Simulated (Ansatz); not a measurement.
A made-up structure of CH5OSi (charge -1), closed shell:

```xyz
8
angstrom
O -1.3495 0.1077 -1.3715
C -0.0004 0.3235 -0.8922
Si 0.5389 -0.3777 0.6517
H -1.9472 0.6235 -0.8221
H 0.4205 1.2797 -1.2182
H -0.1206 -0.0754 2.0265
H 1.9756 0.0116 0.8929
H 0.6555 -0.5091 -0.8868
```

It is relaxed with PBE-D4/def2-SVPD and then PBE0-D4/def2-TZVPD (Ansatz 0.2.0). Atoms count as bonded within 1.22 times the sum of their covalent radii (H–H: 0.88 Å). The end point is not checked to be a true minimum.

**Question.** Does its bonding change? (Judge from chemistry; the calculation decides.)

**Answer.** By the calculation: Yes. Formed: none; broken: Si3–H8.

Where it ends: The first stage lowers the energy by 2.84 eV in 16 steps. It ends as CH₅OSi ([OH][CH2][SiH2]), total charge -1:
| atom | x (Å) | y (Å) | z (Å) |
| --- | --- | --- | --- |
| O1 | -1.2828 | 0.1681 | -1.3945 |
| C2 | 0.0303 | 0.3947 | -0.8360 |
| Si3 | 0.1407 | -0.3280 | 0.9760 |
| H4 | -1.7187 | -0.3991 | -0.7420 |
| H5 | 0.2212 | 1.4742 | -0.8786 |
| H6 | 0.4041 | 0.9596 | 1.7746 |
| H7 | 1.6049 | -0.7948 | 0.9664 |
| H8 | 0.7730 | -0.0908 | -1.4855 |

Labels in which every atom is bracketed show which atoms are joined, not bond orders.

For scale, one of the runs: PBE0-D4/def2-TZVPD relaxation, 165 basis functions, launched by `ansatz run in.yaml --threads 2 --pin off --events-out ev --progress --plain --max-ram 4352MiB`. The run took about 61 s on 2 CPU threads of an Intel Xeon Platinum 8175M (shared host).
